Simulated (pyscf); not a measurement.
Optimised with ωB97X-D3(BJ)/def2-SVP in PySCF.

For the elementary gas-phase step H₃Si–PH–Ga [singlet] → H₂Si=P–Ga [singlet] + H₂ (singlet surface; H–P, H–Si broken, H–H formed), what barrier and reaction energy does M06-2X/def2-TZVP give, measured from the reactant's lowest minimum found?

ΔE‡ = 2.62 eV, ΔE = +1.34 eV. ωB97M-D3(BJ)/def2-TZVP gives 2.67 eV and +1.47 eV. Zero-point energy shifts the barrier by -0.14 eV. It is an elimination, with an imaginary mode of 1307i cm⁻¹. At the saddle there is also a short Ga–H contact that neither side keeps, so another atom assists the step. One saddle was located; it need not be the lowest between these sides. Elements up to Kr have no core potential and no relativistic terms here.
